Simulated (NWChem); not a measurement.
# One shape, several levels: CH5BN (SMILES B[N]C)

We compute a comparison of 6 runs (UHF/def2-SVPD, UB3LYP/6-31G*, UB3LYP/def2-SVPD, UPBE/def2-SVPD, UPBE0/def2-SVPD, USVWN5/def2-SVPD) of CH5BN. 

The results are computed with NWChem 7.3.0.

**1. The molecule**

The species is CH5BN (8 atoms), meant as a doublet with charge 0. As SMILES, `B[N]C`. Geometry: relaxed at PBE0-D4/def2-TZVP.

Bond lengths: B1–N2 1.332 Å, N2–C3 1.390 Å, B1–H4 1.210 Å, B1–H5 1.203 Å, C3–H6 1.096 Å, C3–H7 1.096 Å, C3–H8 1.102 Å. Angles: B1–N2–C3 164.6°, N2–B1–H4 118.7°, N2–B1–H5 121.1°, N2–C3–H6 112.2°, N2–C3–H7 112.2°, N2–C3–H8 109.0°, H4–B1–H5 120.3°, H6–C3–H7 109.2°, H6–C3–H8 107.0°, H7–C3–H8 107.0°.

**2. Energy and gradient at UHF/def2-SVPD (run 1)**

geom.nw

```
start geom
memory total 2200 mb
charge 0
geometry units angstroms noautosym nocenter noautoz
 B       -0.373900       1.096100      -0.965000
 N        0.058500       0.275600      -0.008700
 C        0.339600      -0.835900       0.776800
 H       -1.007800       0.632300      -1.885400
 H       -0.143000       2.276400      -0.921600
 H       -0.096400      -0.755000       1.778600
 H        1.416200      -1.018200       0.865300
 H       -0.101000      -1.728600       0.304400
end
basis spherical bse
 * library def2-SVPD
end
scf
 doublet
 uhf
 thresh 1e-08
 maxiter 80
end
task scf gradient
```

The run is started by

```console
nwchem geom.nw > geom.out
```

Standard output:

```text
[...]
  functions       =   100
[...]
  wavefunction    = UHF
[...]
         Total SCF energy =   -119.795498705987
      One electron energy =   -286.939241768290
      Two electron energy =    103.285093125150
 Nuclear repulsion energy =     63.858649937153
                       Sz =      0.5000
                 Sz(Sz+1) =      0.7500
                      S^2 =      0.7796
[...]
                         UHF ENERGY GRADIENTS
    atom               coordinates                        gradient
                 x          y          z           x          y          z
   1 B      -0.706569   2.071329  -1.823586    0.008865  -0.013682   0.018685
   2 N       0.110549   0.520808  -0.016441   -0.005214   0.002155  -0.009284
   3 C       0.641751  -1.579622   1.467939   -0.002301   0.016860  -0.008751
   4 H      -1.904466   1.194874  -3.562889   -0.000484  -0.000073  -0.000785
   5 H      -0.270231   4.301772  -1.741571   -0.000458   0.000337  -0.000860
   6 H      -0.182170  -1.426743   3.361067   -0.001685  -0.000435   0.002301
   7 H       2.676230  -1.924119   1.635180    0.002578  -0.001191  -0.000295
   8 H      -0.190862  -3.266580   0.575233   -0.001300  -0.003971  -0.001012
[...]
```

It took 23 s on 1 thread of Intel Xeon 6975P-C (Granite Rapids), shared host; peak memory 0.1 GiB.

**3. Energy and forces at UB3LYP/6-31G(d) (spherical functions) (run 2)**

geom.xyz

```xyz
8

B     -0.373900     1.096100    -0.965000
N      0.058500     0.275600    -0.008700
C      0.339600    -0.835900     0.776800
H     -1.007800     0.632300    -1.885400
H     -0.143000     2.276400    -0.921600
H     -0.096400    -0.755000     1.778600
H      1.416200    -1.018200     0.865300
H     -0.101000    -1.728600     0.304400
```

geom.nw

```
start geom
memory 2200 mb
geometry noautosym nocenter noautoz
  load geom.xyz
end
basis spherical bse
  * library 6-31G*
end
dft
  xc b3lyp
  mult 2
  grid xfine
  convergence energy 1e-08
  iterations 100
  mulliken
  print low
end
task dft gradient
```

The run is started by

```console
nwchem geom.nw > geom.out
```

Standard output:

```text
[...]
 d= 0,ls=0.0,diis     1   -120.6274543643 -1.84D+02  6.43D-03  7.05D-02     2.2
[...]
 d= 0,ls=0.0,diis    12   -120.6745341050 -1.40D-09  2.67D-07  1.02D-10    24.7
[...]
         Total DFT energy =     -120.674534105004
      One electron energy =     -287.563084467045
           Coulomb energy =      121.296162073789
    Exchange-Corr. energy =      -18.266261648900
 Nuclear repulsion energy =       63.858649937153
[...]
      <S2> =      0.7573 (Exact =     0.7500)
                         DFT ENERGY GRADIENTS
    atom               coordinates                        gradient
                 x          y          z           x          y          z
   1 B      -0.706569   2.071329  -1.823586    0.001601  -0.003615   0.003698
   2 N       0.110549   0.520808  -0.016441   -0.000101  -0.002566   0.000616
   3 C       0.641751  -1.579622   1.467939   -0.000736   0.003383  -0.002274
   4 H      -1.904466   1.194874  -3.562889    0.000215  -0.000450   0.000482
   5 H      -0.270231   4.301772  -1.741571    0.000202  -0.000335   0.000427
   6 H      -0.182170  -1.426743   3.361067    0.000541   0.000333  -0.002627
   7 H       2.676230  -1.924119   1.635180   -0.002457   0.000836  -0.000836
   8 H      -0.190862  -3.266580   0.575233    0.000735   0.002415   0.000514
 Task  times  cpu:       28.1s     wall:       28.1s
 Total times  cpu:       28.1s     wall:       28.1s
```

It took 29 s on 1 thread of Intel Xeon 6975P-C (Granite Rapids), shared host; peak memory 0.13 GiB.

Runs 3 to 5 aren't shown in full; the table further down has their settings and results.

**4. Energy and forces at USVWN5/def2-SVPD (run 6)**

run.py

```python
from ase import Atoms
from ase.calculators.nwchem import NWChem

mol = Atoms(['B', 'N', 'C', 'H', 'H', 'H', 'H', 'H'], positions=[
    [-0.373900, 1.096100, -0.965000],
    [0.058500, 0.275600, -0.008700],
    [0.339600, -0.835900, 0.776800],
    [-1.007800, 0.632300, -1.885400],
    [-0.143000, 2.276400, -0.921600],
    [-0.096400, -0.755000, 1.778600],
    [1.416200, -1.018200, 0.865300],
    [-0.101000, -1.728600, 0.304400],
])

calc = NWChem(
    label='nw',
    theory='dft',
    memory='2200 mb',
    basis='def2-SVPD',
    basispar='spherical bse',
    dft={'xc': 'slater vwn_5', 'mult': '2', 'grid': 'fine', 'convergence': 'energy 1e-08', 'iterations': '100', 'mulliken': None},
)
mol.calc = calc

forces = mol.get_forces()
print("Total energy (eV):", round(mol.get_potential_energy(), 6))
print("forces (eV/A):")
for s, f in zip(mol.symbols, forces):
    print(f"{s:2s} {f[0]:10.5f} {f[1]:10.5f} {f[2]:10.5f}")
```

The run is started by

```console
export ASE_NWCHEM_COMMAND="nwchem PREFIX.nwi > PREFIX.nwo"
python run.py
```

Standard output:

```text
Total energy (eV): -3250.569834
forces (eV/A):
B     0.40814   -0.67923    0.87618
N    -0.09395   -0.06294   -0.14347
C    -0.19895    0.97892   -0.60699
H    -0.28328   -0.12465   -0.43508
H     0.05219    0.54009   -0.06880
H    -0.24780    0.01574    0.54657
H     0.58611   -0.12830    0.04391
H    -0.22245   -0.53967   -0.21232
```

The calculator wrote nw.nwi:

```
title "nw"

permanent_dir nw

scratch_dir nw

start nw

geometry units angstrom nocenter noautosym noautoz
  B  -3.7390000000000001e-01 1.0961000000000001e+00 -9.6499999999999997e-01
  N  5.8500000000000003e-02 2.7560000000000001e-01 -8.6999999999999994e-03
  C  3.3960000000000001e-01 -8.3589999999999998e-01 7.7680000000000005e-01
  H  -1.0078000000000000e+00 6.3229999999999997e-01 -1.8854000000000000e+00
  H  -1.4299999999999999e-01 2.2764000000000002e+00 -9.2159999999999997e-01
  H  -9.6400000000000000e-02 -7.5500000000000000e-01 1.7786000000000000e+00
  H  1.4161999999999999e+00 -1.0182000000000000e+00 8.6529999999999996e-01
  H  -1.0100000000000001e-01 -1.7285999999999999e+00 3.0440000000000000e-01
end

memory 2200 mb

basis spherical bse noprint
   * library def2-SVPD
end

dft
  xc slater vwn_5
  mult 2
  grid fine
  convergence energy 1e-08
  iterations 100
  mulliken
end

task dft gradient
```

nw.nwo:

```text
Northwest Computational Chemistry Package (NWChem) 7.3.0
             --------------------------------------------------------

           Job information
           ---------------

    nwchem branch   = 7.3.0
    use scalapack   = T
    input           = nw.nwi
    prefix          = nw.
    data base       = nw/nw.db
    status          = startup
    nproc           =        1

           Memory information
           ------------------

[... 5 lines left out ...]
    hardfail = no
[... 124 lines left out ...]
          Convergence on energy requested:  1.00D-08
[... 26 lines left out ...]
          total energy or number of iterations.
[... 82 lines left out ...]
      One electron energy =     -287.275044252998
[... 1563 lines left out ...]
          Convergence on energy requested:  1.00D-08
[... 26 lines left out ...]
          total energy or number of iterations.
[... 36 lines left out ...]
                 ----------------------------------------
                 |  Time  |  1-e(secs)   |  2-e(secs)   |
                 ----------------------------------------
                 |  CPU   |       0.01   |       2.89   |
                 ----------------------------------------
                 |  WALL  |       0.01   |       2.89   |
                 ----------------------------------------

 Task  times  cpu:       15.0s     wall:       15.0s
 Total times  cpu:       15.1s     wall:       15.1s
```

Wall time 16 s (1 thread of Intel Xeon 6975P-C (Granite Rapids), shared host); peak memory 0.12 GiB.

**5. The series**

```tsv
run	level	iteration cap	module	energy (Eh)	dipole moment (D)	HOMO energy (eV)	LUMO energy (eV)	wall time
1	UHF/def2-SVPD	80	scf	-119.795499	2.07	-10.67	2.09	23 s
2	UB3LYP/6-31G* (spherical functions)	100	dft	-120.674534	–	–	–	29 s
3	UB3LYP/def2-SVPD	100	dft	-120.596206	2.05	-6.88	-3.08	26 s
4	UPBE/def2-SVPD	100	dft	-120.417060	2.06	-5.60	-3.96	26 s
5	UPBE0/def2-SVPD	100	dft	-120.432922	2.08	–	–	26 s
6	USVWN5/def2-SVPD	100	dft	-119.456239	2.05	-5.50	-4.28	16 s
```

**6. Outcome**

| quantity | value |
| --- | --- |
| run 6: total energy | -119.45624 Eh |
| run 6: dipole moment | 2.05 D |
| run 6: HOMO energy (highest over α and β) | -5.50 eV |
| run 6: LUMO energy (lowest over α and β) | -4.28 eV |
| run 6: ⟨S²⟩ | 0.754 |
| run 6: largest force on an atom | 1.181 eV/Å |

What this shows: Over runs 1, 3, 4, 5, 6 the dipole moment (its size) runs from 2.05 D (USVWN5/def2-SVPD) to 2.08 D (UPBE0/def2-SVPD). Totals of different functionals can't be ranked against each other. All runs together took 2.4 min, the longest 29 s.
